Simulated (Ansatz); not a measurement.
**H3O (doublet): the correlation ladder at distance O1–H3 along a hydrogen transfer = 0.960 Å, 6-31G**

The task here is to estimate one member of a computed series from the others.

Program: Ansatz 0.2.0, Gaussian basis. Level of theory: 6-31G, core rule «outside noble gas», up to 1 orbitals frozen. These are calculated values, not measurements.

To be run: UHF; CCSD(T) on ROHF; CCSD(T) on UHF; BCCD(T) on ROHF; CISD; CCSDT(Q) on ROHF; CCSDT(Q) on UHF; CISDTQ.

32 further runs of the same task are left out: 2 that didn't finish, 30 set aside as unsound or not needed.

### What is computed

The geometry derives from fragments relaxed apart (PBE0/def2-TZVP) and kept rigid, so it is no stationary point. A hydrogen atom is moved between rigid fragments.

4 atoms, charge 0, spin multiplicity 2.

Atoms are counted from 1 here; the program's logs count them from 0.

Bond lengths: O1–H2 0.960 Å, O1–H3 0.960 Å. Angles: H2–O1–H3 105.1°.

The first run:

Input file in.yaml:

```yaml
crystal:
  periodic: [false, false, false]
  atoms:
    - {symbol: O, position_ang: [-0.139944, -0.049094, 0.000000]}
    - {symbol: H, position_ang: [-0.389254, 0.877481, 0.000000]}
    - {symbol: H, position_ang: [0.819585, -0.049094, 0.000000]}
    - {symbol: H, position_ang: [1.791056, -0.049094, 0.000000]}
basis:
  gaussian: {orbitals: 6-31G}
magnetization: {spin_polarized: true, initial_magnetization: 1}
hamiltonian: {xc: hf}
output: {orbitals: {seedname: orbitals}}
```

The run is started by

```
> ansatz run in.yaml --threads 1 --pin off --events-out ev --progress --plain --max-ram 2393MiB
```

Among the steps run: UHF; CCSD(T) on ROHF; CCSD(T) on UHF; BCCD(T) on ROHF; CISD; CCSDT(Q) on ROHF; CCSDT(Q) on UHF; CISDTQ.

One table of the session follows, with a row left open; its other results are not shown here.

| method | from UCCSDT(Q) (meV) |
| --- | --- |
| ROHF | +3917.7 |
| UHF | +3805.2 |
| RMP2 | +261.2 |
| UMP2 | +270.6 |
| CISD | ? |
| RCCSD | +51.0 |
| UCCSD | +49.1 |
| RCCSD(T) | +17.0 |
| UCCSD(T) | +16.2 |
| BCCD(T) | +16.5 |
| RCCSDT | +12.7 |
| UCCSDT | +12.5 |
| CISDTQ | +5.9 |
| RCCSDT(Q) | -0.1 |
| UCCSDT(Q) | 0 |

**Question.** Estimate the row for CISD.

**Answer.** from UCCSDT(Q) (meV): +211.6. In the column «from UCCSDT(Q) (meV)» it lies between RCCSD (+51.0) and RMP2 (+261.2).

Caveats from the session: Restricted and unrestricted rows rest on different reference determinants; where their highest levels disagree by more than a few hundredths of an eV, they describe different states and don't form one ladder.
